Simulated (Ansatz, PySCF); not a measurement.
Breaking a bond: H2, singlet.

Methods: UHF/cc-pVDZ (Ansatz, a quantum-chemistry and plane-wave program); RHF/cc-pVDZ (Ansatz); UKS-CAM-B3LYP = unrestricted CAM-B3LYP/cc-pVDZ run with Ansatz; RKS-CAM-B3LYP = restricted CAM-B3LYP/cc-pVDZ (Ansatz); UKS-BLYP = unrestricted BLYP/cc-pVDZ run with Ansatz; RKS-BLYP = restricted BLYP/cc-pVDZ (Ansatz); UKS-PBE = unrestricted PBE/cc-pVDZ in Ansatz; RKS-PBE = restricted PBE/cc-pVDZ (Ansatz); UKS-B3LYP/6-31G* = PySCF with unrestricted B3LYP/6-31G*, spherical d; RKS-B3LYP/6-31G* = restricted B3LYP/6-31G*, spherical d in PySCF; UKS-B3LYP/LANL2DZ = PySCF with unrestricted B3LYP/LANL2DZ; RKS-B3LYP/LANL2DZ = restricted B3LYP/LANL2DZ run with PySCF 2.14.0; UKS-B3LYP/6-311+G** = unrestricted B3LYP/6-311+G**, spherical d (PySCF); RKS-B3LYP/6-311+G** = restricted B3LYP/6-311+G**, spherical d in PySCF 2.14.0; UKS-M06-2X/6-31G* = unrestricted M06-2X/6-31G*, spherical d in PySCF 2.14.0; RKS-M06-2X/6-31G* = restricted M06-2X/6-31G*, spherical d (PySCF).

Scanned distances (Å): 0.60, 0.64, 0.68, 0.71, 0.74, 0.75, 0.77, 0.79, 0.81, 0.86, 0.93, 1.02, 1.14, 1.25, 1.34, 1.50, 1.64, 1.85, 1.98, 2.24, 2.62, 3.00.

Q: Where does the unrestricted solution first break spin symmetry (<S²> of 0.01 or more)?

A: UHF: between 1.14 and 1.25 Å; UKS-CAM-B3LYP: between 1.34 and 1.50 Å; UKS-BLYP: between 1.50 and 1.64 Å; UKS-PBE: between 1.50 and 1.64 Å; UKS-B3LYP/6-31G*: between 1.34 and 1.50 Å; UKS-B3LYP/LANL2DZ: between 1.34 and 1.50 Å; UKS-B3LYP/6-311+G**: between 1.34 and 1.50 Å; UKS-M06-2X/6-31G*: between 1.50 and 1.64 Å.

| R / Å | <S²> UHF | E(RHF) − E(UHF) / kcal/mol | <S²> UKS-CAM-B3LYP | E(RKS-CAM-B3LYP) − E(UKS-CAM-B3LYP) / kcal/mol | <S²> UKS-BLYP | E(RKS-BLYP) − E(UKS-BLYP) / kcal/mol | <S²> UKS-PBE | E(RKS-PBE) − E(UKS-PBE) / kcal/mol | <S²> UKS-B3LYP/6-31G* | E(RKS-B3LYP/6-31G*) − E(UKS-B3LYP/6-31G*) / kcal/mol | <S²> UKS-B3LYP/LANL2DZ | E(RKS-B3LYP/LANL2DZ) − E(UKS-B3LYP/LANL2DZ) / kcal/mol | <S²> UKS-B3LYP/6-311+G** | E(RKS-B3LYP/6-311+G**) − E(UKS-B3LYP/6-311+G**) / kcal/mol | <S²> UKS-M06-2X/6-31G* | E(RKS-M06-2X/6-31G*) − E(UKS-M06-2X/6-31G*) / kcal/mol |
|---|---|---|---|---|---|---|---|---|---|---|---|---|---|---|---|---|
| 0.60 | 0.00 | 0.0 | 0.00 | 0.0 | 0.00 | 0.0 | 0.00 | 0.0 | 0.00 | 0.0 | 0.00 | 0.0 | 0.00 | 0.0 | 0.00 | 0.0 |
| 0.64 | 0.00 | 0.0 | 0.00 | 0.0 | 0.00 | 0.0 | 0.00 | 0.0 | 0.00 | 0.0 | 0.00 | 0.0 | 0.00 | 0.0 | 0.00 | 0.0 |
| 0.68 | 0.00 | 0.0 | 0.00 | 0.0 | 0.00 | 0.0 | 0.00 | 0.0 | 0.00 | 0.0 | 0.00 | 0.0 | 0.00 | 0.0 | 0.00 | 0.0 |
| 0.71 | 0.00 | 0.0 | 0.00 | 0.0 | 0.00 | 0.0 | 0.00 | 0.0 | 0.00 | 0.0 | 0.00 | 0.0 | 0.00 | 0.0 | 0.00 | 0.0 |
| 0.74 | 0.00 | 0.0 | 0.00 | 0.0 | 0.00 | 0.0 | 0.00 | 0.0 | 0.00 | 0.0 | 0.00 | 0.0 | 0.00 | 0.0 | 0.00 | 0.0 |
| 0.75 | 0.00 | 0.0 | 0.00 | 0.0 | 0.00 | 0.0 | 0.00 | 0.0 | 0.00 | 0.0 | 0.00 | 0.0 | 0.00 | 0.0 | 0.00 | 0.0 |
| 0.77 | 0.00 | 0.0 | 0.00 | 0.0 | 0.00 | 0.0 | 0.00 | 0.0 | 0.00 | 0.0 | 0.00 | 0.0 | 0.00 | 0.0 | 0.00 | 0.0 |
| 0.79 | 0.00 | 0.0 | 0.00 | 0.0 | 0.00 | 0.0 | 0.00 | 0.0 | 0.00 | 0.0 | 0.00 | 0.0 | 0.00 | 0.0 | 0.00 | 0.0 |
| 0.81 | 0.00 | 0.0 | 0.00 | 0.0 | 0.00 | 0.0 | 0.00 | 0.0 | 0.00 | 0.0 | 0.00 | 0.0 | 0.00 | 0.0 | 0.00 | 0.0 |
| 0.86 | 0.00 | 0.0 | 0.00 | 0.0 | 0.00 | 0.0 | 0.00 | 0.0 | 0.00 | 0.0 | 0.00 | 0.0 | 0.00 | 0.0 | 0.00 | 0.0 |
| 0.93 | 0.00 | 0.0 | 0.00 | 0.0 | 0.00 | 0.0 | 0.00 | 0.0 | 0.00 | 0.0 | 0.00 | 0.0 | 0.00 | 0.0 | 0.00 | 0.0 |
| 1.02 | 0.00 | 0.0 | 0.00 | 0.0 | 0.00 | 0.0 | 0.00 | 0.0 | 0.00 | 0.0 | 0.00 | 0.0 | 0.00 | 0.0 | 0.00 | 0.0 |
| 1.14 | 0.00 | 0.0 | 0.00 | 0.0 | 0.00 | 0.0 | 0.00 | 0.0 | 0.00 | 0.0 | 0.00 | 0.0 | 0.00 | 0.0 | 0.00 | 0.0 |
| 1.25 | 0.11 | 0.3 | 0.00 | 0.0 | 0.00 | 0.0 | 0.00 | 0.0 | 0.00 | 0.0 | 0.00 | 0.0 | 0.00 | 0.0 | 0.00 | 0.0 |
| 1.34 | 0.33 | 3.0 | 0.00 | 0.0 | 0.00 | 0.0 | 0.00 | 0.0 | 0.00 | 0.0 | 0.00 | 0.0 | 0.00 | 0.0 | 0.00 | 0.0 |
| 1.50 | 0.58 | 12.0 | 0.11 | 0.3 | 0.00 | 0.0 | 0.00 | 0.0 | 0.03 | 0.0 | 0.05 | 0.1 | 0.01 | 0.0 | 0.00 | 0.0 |
| 1.64 | 0.72 | 22.4 | 0.34 | 3.0 | 0.14 | 0.5 | 0.08 | 0.1 | 0.27 | 1.6 | 0.28 | 1.9 | 0.25 | 1.4 | 0.30 | 1.4 |
| 1.85 | 0.85 | 39.1 | 0.61 | 10.5 | 0.43 | 3.8 | 0.53 | 4.0 | 0.56 | 7.5 | 0.58 | 8.1 | 0.55 | 6.9 | 0.64 | 9.4 |
| 1.98 | 0.90 | 49.2 | 0.73 | 16.3 | 0.59 | 7.0 | 0.70 | 8.2 | 0.70 | 12.3 | 0.71 | 13.2 | 0.68 | 11.4 | 0.76 | 15.9 |
| 2.24 | 0.95 | 68.0 | 0.87 | 28.5 | 0.80 | 14.5 | 0.88 | 17.5 | 0.86 | 22.6 | 0.87 | 24.0 | 0.85 | 21.2 | 0.91 | 29.6 |
| 2.62 | 0.98 | 90.7 | 0.96 | 44.6 | 0.94 | 24.7 | 0.97 | 29.5 | 0.00 | — | 0.00 | — | 0.95 | 33.9 | 0.97 | 47.6 |
| 3.00 | 0.99 | 108.1 | 0.99 | 57.3 | 0.98 | 32.3 | 0.99 | 38.1 | 0.00 | — | 0.00 | — | 0.98 | 43.4 | 1.00 | 61.6 |

A dash means that the run gave no value there, or that the column was ended at a point which the program doubted or which failed a test of continuity chosen for this set; such a test can also cut sound points.
